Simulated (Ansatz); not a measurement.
2H WSe2, treated with LDA (Ansatz, a program for electronic structure, PAW).

Settings: plane-wave cutoff 500 eV, 12×12×4 k mesh (along the axes of the cell as run), gaussian smearing 0.02 eV, scalar-relativistic PAW data made under PBE.

Computed at the level's own relaxed cell.

Problem. Give the computed equilibrium volume per atom, lattice parameter a and lattice parameter c.

Solution. 
* **equilibrium volume per atom**: 19.54 Å³/atom
* **lattice parameter a**: 3.250 Å
* **lattice parameter c**: 12.818 Å

Measured, for comparison: lattice constant a 3.282 Å, lattice parameter c 12.96 Å (300 K, no zero-point or thermal correction; as tabulated in arXiv:1605.07067). Computed (rounded) less measured: lattice constant a -1.0 %, lattice parameter c -1.1 %. A static lattice is as a rule a little smaller and stiffer than an uncorrected measurement, which narrows the difference in the lattice constant a, lattice parameter c and would widen misses of the other sign.

Spin–orbit coupling is not included.

Static lattice: no zero-point or thermal effects.

It cost very roughly 120 core-seconds of CPU time.
